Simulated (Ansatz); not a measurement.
`FC1(Cl)CCC1` at its PBE0-D4/def2-TZVP geometry, where that method's forces vanish. The species carries charge 0 and has multiplicity 1.

```csv
atom,x (Å),y (Å),z (Å)
F1,0.025,-1.695,1.068
C2,-0.607,-0.682,0.405
Cl3,-2.353,-0.974,0.518
C4,0.001,-0.478,-0.981
C5,0.883,0.629,-0.360
C6,-0.074,0.677,0.853
H7,0.483,-1.357,-1.407
H8,-0.735,-0.082,-1.680
H9,0.985,1.548,-0.935
H10,1.874,0.264,-0.090
H11,0.351,0.697,1.856
H12,-0.833,1.451,0.755
```

Problem. For each bond, give half the difference of the two atoms' forces along it (eV/Å; positive pushes the atoms apart) under PBE-D4, r2SCAN-D4, B3LYP-D4, ωB97M-V in def2-TZVPP. (Best estimate.)

Solution. Computed: 
```csv
bond,length (Å),PBE-D4,r2SCAN-D4,B3LYP-D4,ωB97M-V
F1–C2,1.366,0.54,0.28,0.32,0.22
C2–Cl3,1.774,0.20,0.20,0.20,-0.02
C2–C4,1.526,0.03,0.02,0.07,0.05
C2–C6,1.526,0.03,0.02,0.07,0.05
C4–C5,1.546,0.10,0.19,0.26,0.19
C4–H7,1.089,0.05,-0.09,-0.14,-0.12
C4–H8,1.089,0.06,-0.08,-0.12,-0.10
C5–C6,1.546,0.10,0.19,0.26,0.19
C5–H9,1.089,0.06,-0.07,-0.16,-0.14
C5–H10,1.090,0.08,-0.08,-0.13,-0.12
C6–H11,1.089,0.05,-0.09,-0.14,-0.12
C6–H12,1.089,0.06,-0.08,-0.12,-0.10
```

B3LYP here is the variant with VWN-RPA as its local correlation; programs differ in this.
